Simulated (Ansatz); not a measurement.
# BH2S2: the cost of one run

Program: the Python package of Ansatz 0.2.0. The levels of theory stand in the script. These are calculated values, not measurements.

## (1) Starting point

Bond lengths: S1–B2 1.860 Å, B2–S3 1.853 Å, S1–H4 1.358 Å, S3–H5 1.407 Å. Angles: S1–B2–S3 117.8°, B2–S1–H4 91.3°, B2–S3–H5 93.2°.

Input file bh2s2.xyz:

```xyz
5

S    -1.42940   -0.06060   -0.90740
B    -0.12730    0.93330   -0.02640
S     1.63660    0.39020   -0.19640
H    -1.59090   -0.86650    0.17410
H     1.56090   -0.47010    0.91470
```

## (2) The script

Input file run_composite.py:

```python
"""A composite energy for BH2S2: DFT geometry, MP2 basis limit, coupled-cluster correction."""

import ansatz as az
import numpy as np

bh2s2 = az.Crystal.molecule_from_extxyz("bh2s2.xyz")

model = (
    bh2s2.calculation()
    .basis(gaussian="def2-SVP")
    .functional("b3lyp")
    .spin("collinear", total=1)
    .accuracy("medium")
)
symbols = [site.symbol for site in bh2s2.cartesian_sites]
start = np.array([site.position_ang for site in bh2s2.cartesian_sites], dtype=float)
r = model.relax(force_tolerance=0.01).run().report
end = np.array(r["positions_ang"])
print("final positions (A) and the move of each atom")
for symbol, xyz, old in zip(symbols, end, start):
    print(f"{symbol:2s} {xyz[0]:10.5f} {xyz[1]:10.5f} {xyz[2]:10.5f}   {np.linalg.norm(xyz - old):7.4f}")

minimum = az.Crystal.molecule()
for symbol, place in zip(symbols, end):
    minimum = minimum.atom(symbol, place.tolist())
at_minimum = minimum.calculation().spin("collinear", total=1)
# MP2 extrapolated to the basis limit, plus the small-basis difference CCSD(T) - MP2
level = lambda method, basis: at_minimum.basis(gaussian=basis).correlation(method).run().report
small, large, cluster = level("mp2", "cc-pVDZ"), level("mp2", "cc-pVTZ"), level("ccsd_t", "cc-pVDZ")
corr = lambda each: (each["free_energy_ev"] - each["reference_energy_ev"]) / 27.211386246
mp2_limit = (27 * corr(large) - 8 * corr(small)) / 19
pieces = {"HF / cc-pVTZ": large["reference_energy_ev"] / 27.211386246, "MP2 correlation, DZ-TZ limit": mp2_limit, "CCSD(T) - MP2 / cc-pVDZ": corr(cluster) - corr(small)}
for name, value in pieces.items():
    print(f"{name:32s} {value:14.6f} Ha")
print(f"{'sum':32s} {sum(pieces.values()):14.6f} Ha")
print("T1 diagnostic", round(cluster["correlation"]["coupled_cluster"]["t1_diagnostic"], 4))
```

## (3) The input behind the calls

The package turns the script's settings into the engine's input (first run):

```yaml
crystal:
  periodic: [false, false, false]
  atoms:
    - { symbol: S, position_ang: [-1.4294, -0.0606, -0.9074] }
    - { symbol: B, position_ang: [-0.1273, 0.9333, -0.0264] }
    - { symbol: S, position_ang: [1.6366, 0.3902, -0.1964] }
    - { symbol: H, position_ang: [-1.5909, -0.8665, 0.1741] }
    - { symbol: H, position_ang: [1.5609, -0.4701, 0.9147] }
accuracy: medium
basis:
  gaussian:
    orbitals: def2-SVP
hamiltonian:
  xc: b3lyp
magnetization:
  spin_polarized: true
  initial_magnetization: 1.0
relax:
  f_tol: 0.01
```

## (4) Running it

Started as:

```sh
python run_composite.py
```

**Question.** How long does this script take on 1 thread of Arm Neoverse V2, shared host, and how much memory does it need?

About 32 s, with a peak of 0.29 GiB.
